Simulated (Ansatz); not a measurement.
The same path of CH6Si + H4Si (13 atoms, charge 0, multiplicity 1) was run 3 times with different band settings. Lost on the way: Si1–C2, Si9–H13. Made: Si1–Si9, C2–H13.

These are results of Ansatz, RKS BLYP-D4/6-31G*, not measurements.

Relaxed end points:

```xyz
13
Properties=species:S:1:pos:R:3
Si 0.532 -0.158 0.145
C 0.833 -0.112 2.018
H -0.094 -0.343 2.566
H 1.596 -0.850 2.314
H 1.179 0.884 2.340
H 1.793 0.126 -0.614
H -0.483 0.870 -0.249
H 0.020 -1.499 -0.284
Si -3.480 0.661 1.181
H -3.436 -0.214 -0.029
H -4.842 0.598 1.794
H -3.171 2.071 0.797
H -2.473 0.185 2.176
```

```xyz
13
Properties=species:S:1:pos:R:3
Si -0.700 0.120 -0.642
C 0.373 -0.241 3.095
H 0.664 -0.478 4.130
H 0.979 -0.836 2.397
H 0.539 0.830 2.903
H 0.429 0.870 -0.010
H -0.707 0.429 -2.108
H -0.453 -1.348 -0.474
Si -2.765 0.734 0.320
H -3.899 0.096 -0.424
H -2.845 0.302 1.751
H -2.949 2.220 0.267
H -0.692 -0.477 2.952
```

Common settings: movable images 5; climbing image yes; optimiser quadratic models (default); force threshold 0.05 eV/Å; iteration limit 60; end points relaxed.

| run | spring | start path |
| --- | --- | --- |
| 1 | 5.0 eV/Å² | through a guess of the saddle point |
| 2 | 5.0 eV/Å² | straight line |
| 3 | 0.5 eV/Å² | through a guess of the saddle point |

Q: What does each run give, and how far can it be trusted?

A: Run 1: converged after 33 iterations, highest image 3.383 eV above the first end. Neighbouring images differ by up to 2.9 eV, so the band resolves the path poorly. A vibrational analysis at the climbing image gives one clearly imaginary mode, 1567i cm⁻¹: a first-order saddle point.
Run 2: converged after 40 iterations, highest image 3.402 eV above the first end. Neighbouring images differ by up to 2.7 eV, so the band resolves the path poorly. The order of the stationary point at the top wasn't checked.
Run 3: converged after 31 iterations, highest image 3.383 eV above the first end. Neighbouring images differ by up to 2.9 eV, so the band resolves the path poorly. Another band between the same ends (5 images) ends at a top of the same energy, where a vibrational analysis finds 1 clearly imaginary mode.
The orbitals stay closed-shell, which can raise the energy where a bond breaks towards radicals; this wasn't checked here.
